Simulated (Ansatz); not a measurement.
## Pd (model structure, started from the diamond type, Fd-3m, No. 227, 2 atoms in the cell)

Computed with PBEsol (plane waves, PAW; Ansatz, an electronic-structure program).

Run with plane-wave cutoff 500 eV, 24×24×24 k mesh, Fermi–Dirac smearing 0.1 eV, scalar-relativistic PAW data made under PBE.

Cell (relaxed at this level):

```cif
data_Pd8
_chemical_formula_sum 'Pd8'
_space_group_name_H-M_alt 'Fd-3m :1'
_space_group_IT_number 227
_space_group_name_Hall 'F 4d 2 3 -1d'
_cell_length_a 5.68795
_cell_length_b 5.68795
_cell_length_c 5.68795
_cell_angle_alpha 90.000
_cell_angle_beta 90.000
_cell_angle_gamma 90.000
loop_
_atom_site_label
_atom_site_type_symbol
_atom_site_symmetry_multiplicity
_atom_site_Wyckoff_symbol
_atom_site_fract_x
_atom_site_fract_y
_atom_site_fract_z
_atom_site_occupancy
Pd1 Pd 8 a 0.00000 0.00000 0.00000 1
```
(The calculation used a cell of 2 atoms; values per cell refer to that cell.)

- band gap: none

Note: the relaxation could raise the start's symmetry but not lower it, so the cell can be a saddle point.

Spin–orbit coupling is not included.

Computed values are for the static lattice.

The result took around 60 core-seconds (rough).

A model structure was made by putting elements into a prototype or built by hand; it is no filed structure, need not be a known phase, and can be a saddle point held by its symmetry.
